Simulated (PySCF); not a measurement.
Molecule: `C=CC(F)(F)F`, C3H3F3.

Atom-mapped SMILES (the numbers label the heavy atoms): `[CH2:1]=[CH:2][C:3]([F:4])([F:5])[F:6]`; H(Xn) means a hydrogen on atom n. Ha(C1) is cis to C3; Hb(C1) is trans to C3.

Geometry PBE0-D3(BJ)/def2-SVP throughout; GIAO in PySCF 2.14.0 with density-fitted response routines, gas phase, one conformer, non-relativistic; equivalent atoms averaged; functional PBE0.

For orientation, cc-pVDZ gives these absolute shieldings σ: C1 73.4, C2 66.7, C3 73.4, F4/F5/F6 281.3, Ha(C1) 25.22, Hb(C1) 25.62, H(C2) 25.51 ppm.

A run gave: C1 53.3, C2 48.3, C3 57.2, F4/F5/F6 260.2, Ha(C1) 25.04, Hb(C1) 25.36, H(C2) 25.26 ppm (absolute shieldings σ).

Which basis set was used in that run?
A. 6-311+G(2d,p)
B. pcSseg-1
C. IGLO-III
D. 6-31G

Answers

B. C2 tells them apart best: pcSseg-1 gives 48.3, IGLO-III gives 44.5, 6-311+G(2d,p) gives 52.0, 6-31G gives 73.8 ppm.
